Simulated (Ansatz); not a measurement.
## Au–CH₃, singlet: the ladder up to RCCSDT(Q)

Geometry: displaced at random from a stationary point.

```xyz
5

Au   -0.1467    0.0019    0.0023
C     1.8633   -0.0293   -0.0211
H     2.2323   -1.0112   -0.0606
H     2.1467    0.4885    0.8610
H     2.0933    0.4957   -0.9895
```

Basis def2-SVP with its core potentials; Ansatz 0.2.0. Only valence electrons are correlated (noble-gas cores frozen), which leaves 18 electrons in 56 orbitals. R marks a restricted (for open shells ROHF) determinant. Active spaces: frontier = (8e, 8o) about the gap. No spin–orbit coupling is included; scalar relativity enters through the core potentials alone. The metal's outer-core shells are frozen, which leaves out core–valence correlation.

Full CI isn't at hand for all of this; RCCSDT(Q) serves as the reference, and is uncertain by about the last step of the cluster series.

* UHF ⟨S²⟩: 0.000
* T1 diagnostic (RCCSD): 0.0233
* largest doubles amplitude (RCCSD): 0.046

| level | E − E(RCCSDT(Q)) (mEh) | share of correlation (%) | wall time |
| --- | --- | --- | --- |
| RHF | 453.69 | 0.00 | – |
| RMP2 | 9.60 | 97.88 | – |
| CISD | 59.87 | 86.80 | 25 s |
| RCCSD | 12.69 | 97.20 | – |
| RCCSD(T) | 0.82 | 99.82 | 5.5 s |
| RCCSDT | 0.68 | 99.85 | – |
| CASSCF (frontier space) | 364.94 | 19.56 | – |
| NEVPT2 (frontier space) | 14.93 | 96.71 | 17 s |

The correlation energy at RCCSDT(Q), counted from RHF, is -12.345 eV. That run took 7.9 min on 1 thread of AMD EPYC, shared host.

Times hold each run's SCF and search for its determinant on a shared host, so for small cases they say little of a method's own cost; they ran on 1 thread of AMD EPYC.
